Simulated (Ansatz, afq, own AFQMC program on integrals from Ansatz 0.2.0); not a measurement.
**GeH4⁺, doublet in cc-pVDZ, levels against CCSDT(Q)**

```tsv
atom	x (Å)	y (Å)	z (Å)
Ge	0.0000	0.0000	0.0000
H	0.5613	1.0339	1.0326
H	-0.5699	-1.0297	1.0321
H	-0.5592	1.0308	-1.0368
H	0.5678	-1.0351	-1.0279
```

Basis cc-pVDZ. Noble-gas cores (and the filled d shells of Ga–Kr and In–Xe) are frozen. Ansatz 0.2.0 and our own AFQMC program on the same integrals; the CISD trial comes from CCSD amplitudes, and released means the phaseless constraint is let go. Free AFQMC starts from the CCSD state and is never constrained. Its projection time is finite, and what remains of the start isn't in its error. Error bars are statistical, one sigma. No spin–orbit coupling.

Determinant: UHF, the one that the program's search chose, which needn't be the lowest solution. The geometry is a PBE0/def2-TZVP stationary point of this or a neighbouring charge and spin state.

No full CI on the walks' own integrals is used here; CCSDT(Q) serves as the reference and is uncertain by about the last step of the cluster series.

Cautions: no relativity below Rb; no spin-orbit coupling; inner d shell frozen.

The T1 diagnostic is 0.0237. The weight of the determinant in the CISD state is 0.903, the ⟨S²⟩ of the determinant is 0.794 and the size of the correlated space is 7 electrons in 33 orbitals.

Reference: CCSDT(Q), correlation energy -3.677 eV. The released energy is read at 1.50 1/Eh (meV from the phaseless value at times in 1/Eh: -4 ± 5 at 0.24, -3 ± 5 at 0.50, -10 ± 5 at 1.00, -15 ± 7 at 1.50).

| level | E − E(reference) (kcal/mol) | share of correlation (%) |
| --- | --- | --- |
| HF | 84.79 | 0.00 |
| MP2 | 23.10 | 72.76 |
| CCSD | 2.69 | 96.83 |
| CCSD(T) | 0.69 | 99.19 |
| CCSDT | 0.06 | 99.93 |
| ph-AFQMC/HF | 3.89 ± 0.66 | 95.41 |
| ph-AFQMC/CISD | 0.44 ± 0.14 | 99.48 |
| released AFQMC | 0.09 ± 0.15 | 99.89 |
| free AFQMC | 0.01 ± 0.19 | 99.99 |

Free projections are given only where their last times agree within the noise and don't stop above the reference; a slow remainder of the start can still hide under it. A walk keeps the symmetry of its determinant, which the program's search chose and which needn't be the lowest solution, so a lower state of the same spin and another symmetry isn't excluded. Released energies are given only where the last usable release times agree within the noise; a slower fall can still hide under it.
